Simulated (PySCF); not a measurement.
Bond stretch in HCl, singlet. Each curve is given relative to its own lowest point near equilibrium.

```json
[
 {"R / Å": "0.95", "A": "117.9", "B": "87.3", "C": "89.0", "D": "88.4"},
 {"R / Å": "1.02", "A": "67.3", "B": "47.1", "C": "48.9", "D": "48.3"},
 {"R / Å": "1.09", "A": "34.3", "B": "22.2", "C": "23.8", "D": "23.3"},
 {"R / Å": "1.15", "A": "16.5", "B": "9.6", "C": "10.8", "D": "10.4"},
 {"R / Å": "1.20", "A": "7.3", "B": "3.5", "C": "4.4", "D": "4.1"},
 {"R / Å": "1.25", "A": "2.1", "B": "0.6", "C": "1.0", "D": "0.9"},
 {"R / Å": "1.28", "A": "0.5", "B": "0.0", "C": "0.2", "D": "0.1"},
 {"R / Å": "1.31", "A": "0.0", "B": "0.1", "C": "0.0", "D": "0.0"},
 {"R / Å": "1.36", "A": "1.0", "B": "1.7", "C": "1.0", "D": "1.1"},
 {"R / Å": "1.41", "A": "3.8", "B": "4.5", "C": "3.3", "D": "3.5"},
 {"R / Å": "1.50", "A": "12.4", "B": "11.7", "C": "9.6", "D": "9.8"},
 {"R / Å": "1.58", "A": "22.7", "B": "19.5", "C": "16.6", "D": "16.8"},
 {"R / Å": "1.72", "A": "43.9", "B": "34.4", "C": "30.4", "D": "30.0"},
 {"R / Å": "1.94", "A": "79.7", "B": "57.5", "C": "52.1", "D": "49.4"},
 {"R / Å": "2.12", "A": "107.7", "B": "73.1", "C": "68.0", "D": "62.1"},
 {"R / Å": "2.31", "A": "134.2", "B": "84.8", "C": "81.4", "D": "71.9"},
 {"R / Å": "2.57", "A": "164.2", "B": "93.0", "C": "91.4", "D": "80.2"},
 {"R / Å": "2.81", "A": "185.6", "B": "95.7", "C": "96.2", "D": "84.3"},
 {"R / Å": "3.13", "A": "206.2", "B": "96.8", "C": "99.7", "D": "—"},
 {"R / Å": "3.46", "A": "220.5", "B": "97.2", "C": "101.6", "D": "—"},
 {"R / Å": "3.87", "A": "231.7", "B": "97.3", "C": "102.8", "D": "—"},
 {"R / Å": "4.50", "A": "241.4", "B": "97.4", "C": "103.5", "D": "—"},
 {"R / Å": "5.17", "A": "247.3", "B": "97.4", "C": "103.7", "D": "—"}
]
```

Energies in kcal/mol.

Question: Which curve belongs to which method? The methods are CASSCF(8,5)/cc-pVDZ (PySCF); restricted Hartree-Fock/STO-3G (PySCF); CCSD on UHF/cc-pVDZ, 5 core orbitals frozen in PySCF; unrestricted PBE/cc-pVDZ run with PySCF.

Answer: A is RHF/STO-3G; B is UCCSD; C is UKS-PBE; D is CASSCF(8,5).

Dashes: no converged value, or the column stops at the first point that the program doubted or that broke a chosen test of continuity, which isn't proof of a fault.

The restricted form behind RHF/STO-3G keeps the bonding electrons paired and can't separate into open-shell fragments. The unrestricted determinant behind UKS-PBE is spin-contaminated at 2.31 to 5.17 Å (<S²> up to 1.0, against 0.00 for a pure singlet). The unrestricted determinant behind UCCSD is spin-contaminated at 1.94 to 5.17 Å (<S²> up to 1.0, against 0.00 for a pure singlet).
